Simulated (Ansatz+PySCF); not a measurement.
Results of a calculation; reference values are marked as such.
## Several solutions for singlet CH4

```yaml
atoms:
  - { symbol: C, position_ang: [0.0000, 0.0000, 0.0000] }
  - { symbol: H, position_ang: [1.2046, 1.2046, 1.2046] }
  - { symbol: H, position_ang: [0.6340, -0.6340, -0.6340] }
  - { symbol: H, position_ang: [-0.6340, 0.6340, -0.6340] }
  - { symbol: H, position_ang: [-0.6340, -0.6340, 0.6340] }
```

Basis set: 6-31G (spherical functions). Charge 0, multiplicity 1.

PBE0 (unrestricted) was run from several starts with Ansatz (development build ahead of 0.2.0) and PySCF 2.14.0.

```
run  program                        start  converged  energy (hartree)  <S²>
  A   Ansatz      atomic start, no search        yes         -40.29703  0.00
  B    PySCF             program defaults        yes         -40.29703  0.00
  C   Ansatz      stability test followed        yes         -40.29849  0.26
  D   Ansatz  search for the lowest state        yes         -40.29849  0.26
```

Problem. Which runs reached the lowest solution of this kind, and what is wrong with the others?

Solution. C, D reached the lowest solution found. Converged but too high: A by 0.04 eV, B by 0.04 eV. Convergence only shows a stationary point, and even a stable one can lie too high; stability tests and further starts are what find lower ones. Caution: charge can spread falsely over distant fragments. Caution: the unrestricted determinant is spin contaminated.
